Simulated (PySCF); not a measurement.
## The first ionisation energy along group 13

Calculated with PySCF 2.14 from differences of total energies of unrestricted determinants, without spin-orbit coupling. Values in eV. The last column holds reference values (NIST; (s) semi-empirical, (t) theoretical, else measured). Unmarked ones compare directly (S terms, centres of terms, or small fine structure); those marked * lie between the lowest fine-structure levels and include a spin-orbit shift.

```json
{"element": "B (x2c-TZVPPall, spin-free X2C)", "configurations": "[He] 2s2 2p1 → [He] 2s2", "UHF": "8.038", "MP2 (valence and next inner shell)": "8.267", "CCSD(T) (valence and next inner shell)": "8.220", "CCSDT (valence)": "8.217", "PBE": "8.667", "PBE0": "8.643", "reference": "8.297"}
{"element": "Al (x2c-TZVPPall, spin-free X2C)", "configurations": "[Ne] 3s2 3p1 → [Ne] 3s2", "UHF": "5.588", "MP2 (valence and next inner shell)": "5.782", "CCSD(T) (valence and next inner shell)": "5.909", "CCSDT (valence)": "5.944", "PBE": "6.057", "PBE0": "6.077", "reference": "5.977"}
{"element": "Ga (x2c-TZVPPall, spin-free X2C)", "configurations": "[Ar] 3d10 4s2 4p1 → [Ar] 3d10 4s2", "UHF": "5.516", "MP2 (valence and next inner shell)": "5.817", "CCSD(T) (valence and next inner shell)": "5.868", "CCSDT (valence)": "5.810", "PBE": "5.938", "PBE0": "5.961", "reference": "5.931"}
{"element": "In (x2c-TZVPPall, spin-free X2C)", "configurations": "[Kr] 4d10 5s2 5p1 → [Kr] 4d10 5s2", "UHF": "5.205", "MP2 (valence and next inner shell)": "5.443", "CCSD(T) (valence and next inner shell)": "5.498", "CCSDT (valence)": "5.458", "PBE": "5.582", "PBE0": "5.614", "reference": "5.603"}
{"element": "Tl (x2c-TZVPPall, spin-free X2C)", "configurations": "[Xe] 4f14 5d10 6s2 6p1 → [Xe] 4f14 5d10 6s2", "UHF": "5.002", "MP2 (valence and next inner shell)": "5.266", "CCSD(T) (valence and next inner shell)": "5.285", "CCSDT (valence)": "n/a", "PBE": "5.417", "PBE0": "5.435", "reference": "5.464"}
```

Problem. Which of these methods has the smallest mean absolute error against the measured values here?

Solution. CCSDT (valence), with 0.095 eV.

```json
{"method": "UHF", "elements": "5", "mean error (eV)": "-0.384", "mean absolute error (eV)": "0.384", "largest error (eV)": "-0.462"}
{"method": "MP2 (valence and next inner shell)", "elements": "5", "mean error (eV)": "-0.139", "mean absolute error (eV)": "0.139", "largest error (eV)": "-0.199"}
{"method": "CCSD(T) (valence and next inner shell)", "elements": "5", "mean error (eV)": "-0.099", "mean absolute error (eV)": "0.099", "largest error (eV)": "-0.179"}
{"method": "CCSDT (valence)", "elements": "4", "mean error (eV)": "-0.095", "mean absolute error (eV)": "0.095", "largest error (eV)": "-0.145"}
{"method": "PBE", "elements": "5", "mean error (eV)": "0.078", "mean absolute error (eV)": "0.105", "largest error (eV)": "0.370"}
{"method": "PBE0", "elements": "5", "mean error (eV)": "0.092", "mean absolute error (eV)": "0.103", "largest error (eV)": "0.346"}
```

Errors include the incompleteness of the basis and the frozen core.

"Valence" correlates the outer s and p shells and, in groups 3 to 12 and the f block, the outer d or f shell, open or full, or the next shell where the ion has no valence electron left; the wider scheme adds the next inner shell.
